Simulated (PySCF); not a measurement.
**State search for MgP**

Unrestricted PBE0; basis Mg x2c-SVPall, P x2c-SVPall; spin-free X2C with a Gaussian nucleus; PySCF 2.14. Outer shells of the fragments: Mg 3s2; P 3s2 3p3.

Followed along the bond (rough minima from three points):

| 2Ms+1 | unpaired | ⟨S²⟩ at the start | R at minimum (Å) | Te (eV) |
| --- | --- | --- | --- | --- |
| 4 | σ ↑, π ↑↑ | 3.76 | 2.57 | 0.00 |
| 2 | σ ↓, π ↑↑ | 1.76 | 2.53 | 0.17 |
| 2 | σ ↑, π ↑↓ | 1.76 | 2.54 | 0.43 |
| 2 | π ↑ | 0.97 | 2.34 | 0.47 |
| 4 | σ ↑↑, π ↑ | 3.75 | 2.43 | 1.55 |

Solutions found at the starting distance of 2.420 Å, counted from the lowest of them; the search is not exhaustive and high or unbound solutions are not listed, so other states can lie among these:

| 2Ms+1 | unpaired | term | E (eV) | ⟨S²⟩ | ⟨Lz²⟩ | μ (D) |
| --- | --- | --- | --- | --- | --- | --- |
| 4 | σ ↑, π ↑↑ | ⁴Σ⁻ | 0.00 | 3.76 | 0.00 | -1.50 |
| 2 | σ ↓, π ↑↑ | mixed | 0.14 | 1.76 | 0.00 | -1.65 |
| 2 | σ ↑, π ↑↓ | mixed | 0.42 | 1.76 | 2.02 | -1.55 |
| 2 | π ↑ | ²Π | 0.44 | 0.97 | 1.01 | -4.99 |
| 4 | σ ↑↑, π ↑ | ⁴Π | 1.50 | 3.75 | 1.02 | -2.43 |
| 2 | σ ↑ | mixed | 1.53 | 0.75 | 2.00 | -1.38 |

A term symbol is given only where ⟨S²⟩ and ⟨Lz²⟩ are close to those of a pure state; real π, δ and φ orbitals otherwise mix terms. A positive dipole means Mg(−)P(+).
